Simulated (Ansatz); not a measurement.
Molecule: SO2, charge -1, multiplicity 2. 
Structure (B3LYP-D3(BJ)/def2-TZVP (Ansatz, a quantum-chemistry and plane-wave program) minimum search):
```
S
O 1 1.5183
O 1 1.5183 2 114.07
```
Charge -1, spin multiplicity 2.

Parts of the frozen-core correlation energy in cc-pV(D+d)Z (Ansatz, hartree). Frozen orbitals: 7; correlated occupied orbitals by spin: 10 and 9; virtual: 34 and 35. Open shells are spin-unrestricted. No spin-orbit coupling. No relativistic terms.

```csv
term,value
reference (HF),-547.22200
MP2 opposite-spin,-0.35746
MP2 same-spin,[?]
CCSD correlation,[?]
(T),[?]
T1 diagnostic,0.021
largest doubles amplitude,0.044
<S^2> of the reference,0.770
```

What belongs in the gaps?


- MP2 same-spin, value: -0.14124
- CCSD correlation, value: -0.50645
- (T), value: -0.01621
